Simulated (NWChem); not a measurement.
System: isobutene (C$_{4}$H$_{8}$); SMILES C=C(C)C

Here is an NWChem input.

```
start job
memory heap 200 mb stack 900 mb global 1100 mb
geometry units angstroms
  C      1.270635     0.000403    -0.674535
  C      0.000000     0.000000     0.123266
  C     -1.270635    -0.000403    -0.674535
  C      0.000000     0.000000     1.461512
  H      1.320464     0.882935    -1.335170
  H      1.322973    -0.883913    -1.332548
  H      2.161431     0.002947    -0.030901
  H     -1.322973     0.883913    -1.332548
  H     -2.161431    -0.002947    -0.030901
  H     -1.320464    -0.882935    -1.335170
  H     -0.933284    -0.000236     2.031972
  H      0.933284     0.000236     2.031972
end
basis spherical
  * library 3-21g
end
dft
  xc b3lyp
  iterations 150
end
driver
  maxiter 120
end
task dft optimize
task dft freq
```

Output (shortened):

```
             Northwest Computational Chemistry Package (NWChem) 7.3.0
             --------------------------------------------------------

 C2V symmetry detected

                             Geometry "geometry" -> ""
                             -------------------------

 Output coordinates in angstroms (scale by  1.889725989 to convert to a.u.)

  No.       Tag          Charge          X              Y              Z
 ---- ---------------- ---------- -------------- -------------- --------------
    1 C                    6.0000     1.27063506     0.00000000    -0.67706481
    2 C                    6.0000     0.00000000     0.00000000     0.12073619
    3 C                    6.0000    -1.27063506     0.00000000    -0.67706481
    4 C                    6.0000     0.00000000     0.00000000     1.45898219
    5 H                    1.0000     1.32171825     0.88342438    -1.33638881
    6 H                    1.0000     1.32171825    -0.88342438    -1.33638881
    7 H                    1.0000     2.16143189     0.00000000    -0.03343081
    8 H                    1.0000    -1.32171825     0.88342438    -1.33638881
    9 H                    1.0000    -2.16143189     0.00000000    -0.03343081
   10 H                    1.0000    -1.32171825    -0.88342438    -1.33638881
   11 H                    1.0000    -0.93328403     0.00000000     2.02944219
   12 H                    1.0000     0.93328403     0.00000000     2.02944219

 Effective nuclear repulsion energy (a.u.)     119.5175447508

      Symmetry information
      --------------------

 Group name             C2v
 Group number             16
 Group order               4
 No. of unique centers     6

                                Z-matrix (autoz)
                                --------

 Units are Angstrom for bonds and degrees for angles

      Type          Name      I     J     K     L     M      Value
      ----------- --------  ----- ----- ----- ----- ----- ----------
    1 Stretch                  1     2                       1.50033
    2 Stretch                  1     5                       1.10352
    3 Stretch                  1     6                       1.10352
    4 Stretch                  1     7                       1.09899
    5 Stretch                  2     3                       1.50033
    6 Stretch                  2     4                       1.33825
    7 Stretch                  3     8                       1.10352
    8 Stretch                  3     9                       1.09899
    9 Stretch                  3    10                       1.10352
   10 Stretch                  4    11                       1.09382
   11 Stretch                  4    12                       1.09382
   12 Bend                     1     2     3               115.75257
   13 Bend                     1     2     4               122.12372
   14 Bend                     2     1     5               110.91056
   15 Bend                     2     1     6               110.91056
   16 Bend                     2     1     7               112.02676
   17 Bend                     2     3     8               110.91056
   18 Bend                     2     3     9               112.02676
   19 Bend                     2     3    10               110.91056
   20 Bend                     2     4    11               121.43492
   21 Bend                     2     4    12               121.43492
   22 Bend                     3     2     4               122.12372
   23 Bend                     5     1     6               106.36557
   24 Bend                     5     1     7               108.20355
   25 Bend                     6     1     7               108.20355
   26 Bend                     8     3     9               108.20355
   27 Bend                     8     3    10               106.36557
   28 Bend                     9     3    10               108.20355
   29 Bend                    11     4    12               117.13016
   30 Torsion                  1     2     3     8         -58.98073
   31 Torsion                  1     2     3     9         180.00000
   32 Torsion                  1     2     3    10          58.98073
   33 Torsion                  1     2     4    11         180.00000
   34 Torsion                  1     2     4    12           0.00000
   35 Torsion                  3     2     1     5          58.98073
   36 Torsion                  3     2     1     6         -58.98073
   37 Torsion                  3     2     1     7         180.00000
   38 Torsion                  3     2     4    11           0.00000
   39 Torsion                  3     2     4    12         180.00000
   40 Torsion                  4     2     1     5        -121.01927
   41 Torsion                  4     2     1     6         121.01927
   42 Torsion                  4     2     1     7           0.00000
   43 Torsion                  4     2     3     8         121.01927
   44 Torsion                  4     2     3     9           0.00000
   45 Torsion                  4     2     3    10        -121.01927

                           NWChem Geometry Optimization
                           ----------------------------

 maximum gradient threshold         (gmax) =   0.000450
 rms gradient threshold             (grms) =   0.000300
 maximum cartesian step threshold   (xmax) =   0.001800
 rms cartesian step threshold       (xrms) =   0.001200
 fixed trust radius                (trust) =   0.300000
 source of zmatrix                         =   autoz

          -------------------
          Energy Minimization
          -------------------

 Using diagonal initial Hessian
 Scaling for Hessian diagonals: bonds = 1.00  angles = 0.25  torsions = 0.10

          --------
          Step   0

                                 NWChem DFT Module
                                 -----------------

 Summary of "ao basis" -> "ao basis" (spherical)
 ------------------------------------------------------------------------------
       Tag                 Description            Shells   Functions and Types
 ---------------- ------------------------------  ------  ---------------------
 C                           3-21g                   5        9   3s2p
 H                           3-21g                   2        2   2s

      Symmetry analysis of basis
      --------------------------

        a1         23
        a2          4
        b1         17
        b2          8

            General Information
            -------------------
          SCF calculation type: DFT
          Wavefunction type:  closed shell.
          No. of atoms     :    12
          No. of electrons :    32
           Alpha electrons :    16
            Beta electrons :    16
          Charge           :     0
          Spin multiplicity:     1
          Use of symmetry is: on ; symmetry adaption is: on
          Maximum number of iterations: 150
          AO basis - number of functions:    52
                     number of shells:    36
          Convergence on energy requested:  1.00D-06
          Convergence on density requested:  1.00D-05
          Convergence on gradient requested:  5.00D-04

[...]

      ----------------------
      Optimization converged
      ----------------------

  Step       Energy      Delta E   Gmax     Grms     Xrms     Xmax
  ---- ---------------- -------- -------- -------- -------- --------
@    3    -156.37324318 -3.1D-07  0.00002  0.00001  0.00034  0.00059
                                     ok       ok       ok       ok

                                Z-matrix (autoz)
                                --------

 Units are Angstrom for bonds and degrees for angles

      Type          Name      I     J     K     L     M      Value     Gradient
      ----------- --------  ----- ----- ----- ----- ----- ---------- ----------
    1 Stretch                  1     2                       1.51705    0.00002
    2 Stretch                  1     5                       1.09836    0.00000
    3 Stretch                  1     6                       1.09836    0.00000
    4 Stretch                  1     7                       1.09397   -0.00000
    5 Stretch                  2     3                       1.51705    0.00002
    6 Stretch                  2     4                       1.33449   -0.00002
    7 Stretch                  3     8                       1.09836    0.00000
    8 Stretch                  3     9                       1.09397   -0.00000
    9 Stretch                  3    10                       1.09836    0.00000
   10 Stretch                  4    11                       1.08573    0.00001
   11 Stretch                  4    12                       1.08573    0.00001
   12 Bend                     1     2     3               115.10549   -0.00000
   13 Bend                     1     2     4               122.44725    0.00000
   14 Bend                     2     1     5               110.44068   -0.00001
   15 Bend                     2     1     6               110.44068   -0.00001
   16 Bend                     2     1     7               111.41213    0.00001
   17 Bend                     2     3     8               110.44068   -0.00001
   18 Bend                     2     3     9               111.41213    0.00001
   19 Bend                     2     3    10               110.44068   -0.00001
   20 Bend                     2     4    11               121.68471   -0.00000
   21 Bend                     2     4    12               121.68471   -0.00000
   22 Bend                     3     2     4               122.44725    0.00000
   23 Bend                     5     1     6               107.25130   -0.00002
   24 Bend                     5     1     7               108.58693    0.00001
   25 Bend                     6     1     7               108.58693    0.00001
   26 Bend                     8     3     9               108.58693    0.00001
   27 Bend                     8     3    10               107.25130   -0.00002
   28 Bend                     9     3    10               108.58693    0.00001
   29 Bend                    11     4    12               116.63059    0.00001
   30 Torsion                  1     2     3     8         -59.23399    0.00001
   31 Torsion                  1     2     3     9         180.00000    0.00000
   32 Torsion                  1     2     3    10          59.23399   -0.00001
   33 Torsion                  1     2     4    11         180.00000   -0.00000
   34 Torsion                  1     2     4    12           0.00000   -0.00000
   35 Torsion                  3     2     1     5          59.23399   -0.00001
   36 Torsion                  3     2     1     6         -59.23399    0.00001
   37 Torsion                  3     2     1     7         180.00000    0.00000
   38 Torsion                  3     2     4    11           0.00000   -0.00000
   39 Torsion                  3     2     4    12         180.00000   -0.00000
   40 Torsion                  4     2     1     5        -120.76601   -0.00001
   41 Torsion                  4     2     1     6         120.76601    0.00001
   42 Torsion                  4     2     1     7           0.00000    0.00000
   43 Torsion                  4     2     3     8         120.76601    0.00001
   44 Torsion                  4     2     3     9           0.00000    0.00000
   45 Torsion                  4     2     3    10        -120.76601   -0.00001

                         Geometry "geometry" -> "geometry"
                         ---------------------------------

 Output coordinates in angstroms (scale by  1.889725989 to convert to a.u.)

[...]

 Rotational Constants
 --------------------
 A=   0.302068 cm-1  (  0.434599 K)
 B=   0.277796 cm-1  (  0.399677 K)
 C=   0.152993 cm-1  (  0.220118 K)

 Temperature                      =   298.15K
 frequency scaling parameter      =   1.0000

 Zero-Point correction to Energy  =   68.473 kcal/mol  (  0.109119 au)
 Thermal correction to Energy     =   71.788 kcal/mol  (  0.114401 au)
 Thermal correction to Enthalpy   =   72.380 kcal/mol  (  0.115345 au)

 Total Entropy                    =   69.173 cal/mol-K
   - Translational                =   37.976 cal/mol-K (mol. weight =  56.0626)
   - Rotational                   =   22.957 cal/mol-K (symmetry #  =        2)
   - Vibrational                  =    8.240 cal/mol-K

 Cv (constant volume heat capacity) =   18.108 cal/mol-K
   - Translational                  =    2.979 cal/mol-K
   - Rotational                     =    2.979 cal/mol-K
   - Vibrational                    =   12.149 cal/mol-K

[normal modes left out]

 ----------------------------------------------------------------------------
 Normal Eigenvalue ||           Projected Infra Red Intensities
  Mode   [cm**-1]  || [atomic units] [(debye/angs)**2] [(KM/mol)] [arbitrary]
 ------ ---------- || -------------- ----------------- ---------- -----------
    1       -0.000 ||    0.000079           0.002         0.077       0.092
    2       -0.000 ||    0.000023           0.001         0.022       0.027
    3       -0.000 ||    0.000137           0.003         0.134       0.161
    4       -0.000 ||    0.000035           0.001         0.034       0.041
    5       -0.000 ||    0.000020           0.000         0.020       0.024
    6        0.000 ||    0.000000           0.000         0.000       0.000
    7      177.305 ||    0.000000           0.000         0.000       0.000
    8      205.921 ||    0.000843           0.019         0.822       0.988
    9      380.188 ||    0.000357           0.008         0.348       0.418
   10      430.188 ||    0.009105           0.210         8.876      10.660
   11      444.095 ||    0.000889           0.021         0.867       1.041
   12      717.444 ||    0.000000           0.000         0.000       0.000
   13      798.039 ||    0.000024           0.001         0.023       0.028
   14      942.117 ||    0.054883           1.266        53.503      64.258
   15      969.254 ||    0.000091           0.002         0.089       0.106
   16     1018.819 ||    0.000492           0.011         0.480       0.576
   17     1060.321 ||    0.000000           0.000         0.000       0.000
   18     1119.916 ||    0.005416           0.125         5.280       6.341
   19     1144.872 ||    0.004294           0.099         4.186       5.027
   20     1305.966 ||    0.007824           0.180         7.627       9.160
   21     1453.509 ||    0.011859           0.274        11.560      13.884
   22     1467.050 ||    0.002225           0.051         2.169       2.605
   23     1495.529 ||    0.000518           0.012         0.505       0.607
   24     1540.216 ||    0.000000           0.000         0.000       0.000
   25     1550.872 ||    0.005323           0.123         5.189       6.233
   26     1558.672 ||    0.020784           0.479        20.261      24.334
   27     1564.981 ||    0.013491           0.311        13.152      15.795
   28     1735.271 ||    0.010495           0.242        10.231      12.288
   29     3029.879 ||    0.014717           0.340        14.347      17.231
   30     3035.377 ||    0.031891           0.736        31.089      37.338
   31     3072.944 ||    0.000000           0.000         0.000       0.000
   32     3077.469 ||    0.046000           1.061        44.843      53.858
   33     3122.010 ||    0.022795           0.526        22.222      26.689
   34     3123.966 ||    0.016106           0.372        15.701      18.857
   35     3150.703 ||    0.007605           0.175         7.414       8.904
   36     3227.487 ||    0.019159           0.442        18.677      22.431
 ----------------------------------------------------------------------------
```

Level: B3LYP/3-21G. B3LYP is NWChem's, with the RPA form of VWN correlation.
